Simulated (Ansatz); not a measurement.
# ClH2OSi radical: a ladder of functionals and wavefunction methods

One table from this session's results is given with a row withheld; the runs are named, their logs left out.

Program: Ansatz 0.2.0, Gaussian basis. Level of theory: functionals in def2-TZVPP, the program's frozen cores in correlated methods. These are calculated values, not measurements.

Levels to be run: LDA (SPW92), PBE-D4, revPBE-D4, BLYP-D4, r2SCAN-D4, B97M-V, PBE0-D4, B3LYP-D4, r2SCANh-D4, r2SCAN0-D4, HSE06-D4, BHLYP-D4, CAM-B3LYP-D4, LC-ωPBE, ωB97X-V, ωB97M-V, B2PLYP, PBE-QIDH; CCSD(T)/def2-SVP; CCSD(T)/def2-TZVPP; MP2/def2-QZVPP; extrapolation to the limit; RPA on PBE.

## The relaxed structure

An earlier PBE0-D4 in a triple-zeta def2 set relaxation fixed the geometry.

SMILES `O[SiH]Cl`, 5 atoms, charge 0, spin multiplicity 2.

Atoms are counted from 1 here; the program's logs count them from 0.

Bond lengths: O1–Si2 1.639 Å, O1–H4 0.959 Å, Si2–Cl3 2.065 Å, Si2–H5 1.488 Å. Angles: Si2–O1–H4 118.3°, O1–Si2–Cl3 111.1°, O1–Si2–H5 105.3°, Cl3–Si2–H5 108.3°.

The first run:

Contents of in.yaml:

```yaml
crystal:
  periodic: [false, false, false]
  atoms:
    - {symbol: O, position_ang: [-0.806120, -0.432037, -0.746534]}
    - {symbol: Si, position_ang: [-0.092285, 0.479808, 0.414012]}
    - {symbol: Cl, position_ang: [1.606550, -0.440829, 1.143627]}
    - {symbol: H, position_ang: [-1.024141, -1.343225, -0.540045]}
    - {symbol: H, position_ang: [0.315996, 1.736283, -0.271051]}
basis:
  gaussian: {orbitals: def2-TZVPP}
magnetization: {spin_polarized: true, initial_magnetization: 1}
hamiltonian: {xc: lda}
output: {orbitals: {seedname: orbitals}}
```

Steps of the session up to this table: LDA; PBE-D4 (GGA); revPBE-D4 (GGA); BLYP-D4 (GGA); r2SCAN-D4 (meta-GGA); B97M-V (meta-GGA); PBE0-D4 (hybrid); B3LYP-D4 (hybrid); r2SCANh-D4 (hybrid); r2SCAN0-D4 (hybrid); HSE06-D4 (hybrid); BHLYP-D4 (hybrid); CAM-B3LYP-D4 (range-separated); LC-ωPBE-D4 (range-separated; the results give it without D4); ωB97X-V (range-separated); ωB97M-V (range-separated); B2PLYP (double hybrid); PBE-QIDH (double hybrid).

One of the session's tables, all rows but one given; the rest of the session is left out.

It belongs to the step «Frontier levels by functional». 

| functional | HOMO (eV) | LUMO (eV) | gap (eV) |
| --- | --- | --- | --- |
| LDA (SPW92) | -5.01 | -3.80 | 1.21 |
| PBE-D4 | -5.04 | -3.36 | 1.68 |
| revPBE-D4 | -5.03 | -3.22 | 1.81 |
| BLYP-D4 | -4.86 | -3.42 | 1.44 |
| r2SCAN-D4 | -5.42 | -2.88 | 2.55 |
| B97M-V | -5.13 | -3.53 | 1.60 |
| PBE0-D4 | -6.28 | -2.46 | 3.82 |
| B3LYP-D4 | ? | ? | ? |
| r2SCANh-D4 | -5.87 | -2.58 | 3.29 |
| r2SCAN0-D4 | -6.55 | -2.15 | 4.40 |
| HSE06-D4 | -5.88 | -2.84 | 3.04 |
| BHLYP-D4 | -7.35 | -1.70 | 5.65 |
| CAM-B3LYP-D4 | -7.53 | -1.60 | 5.93 |
| LC-ωPBE | -8.96 | -0.14 | 8.83 |
| ωB97X-V | -8.45 | -0.71 | 7.74 |
| ωB97M-V | -8.05 | -0.85 | 7.20 |

Estimate the missing values for B3LYP-D4.

Worked estimate for «HOMO (eV)». Against the share of exact exchange, BLYP-D4 (0, -4.86), BHLYP-D4 (0.5, -7.35) give a slope of -4.98 per unit share; at 0.2 the line stands at -5.86.

The run gave: HOMO (eV): -6.00; LUMO (eV): -2.88; gap (eV): 3.12. In «HOMO (eV)» the line misses by +0.14.
